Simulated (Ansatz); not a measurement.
Process, species as SMILES: [C](Cl)Cl (closed-shell singlet) + 3 [H][H] (H2) → C (CH4) + 2 Cl (HCl)
B3LYP-D3(BJ)/def2-TZVP geometries, fixed; electronic energies without zero-point terms.
Largest species:
```
C
H 1 1.0892
H 1 1.0892 2 109.47
H 1 1.0892 2 109.47 3 120.00
H 1 1.0892 2 109.47 3 -120.00
```

Effect of a fitting basis named in the input at MP2/cc-pV(T+d)Z with Ansatz (a quantum-chemistry and plane-wave program), against the last row, where the energy of full hydrogenation is -134.70 kcal/mol. Cores are frozen. A restricted Hartree-Fock determinant is unstable towards unrestricted orbitals. The default fits or decomposes integrals by the program's own choice; accuracy: high also tightens integrals, grids and stops.

```tsv
setting	largest shift of a total energy (mEh)	shift of the energy of full hydrogenation (kcal/mol)
fitting: def2-universal-jkfit and def2-SVP-RIFIT	-6.140	0.237
fitting: def2-universal-jkfit and cc-pVDZ-RIFIT	-5.521	0.165
fitting: def2-universal-jkfit and cc-pVTZ-RIFIT	0.200	-0.025
fitting: def2-universal-jkfit and aug-cc-pVTZ-RIFIT	0.198	-0.033
fitting: def2-universal-jkfit and cc-pVQZ-RIFIT	0.192	-0.044
fitting: def2-universal-jkfit and aug-cc-pVQZ-RIFIT	0.193	-0.045
accuracy: high	-0.004	0.001
accuracy: medium (default)	0.000	0.000
```

Within 0.02 kcal/mol in the energy of full hydrogenation: accuracy: high. The largest shift is 6.140 mEh in a total energy and 0.237 kcal/mol in the difference.
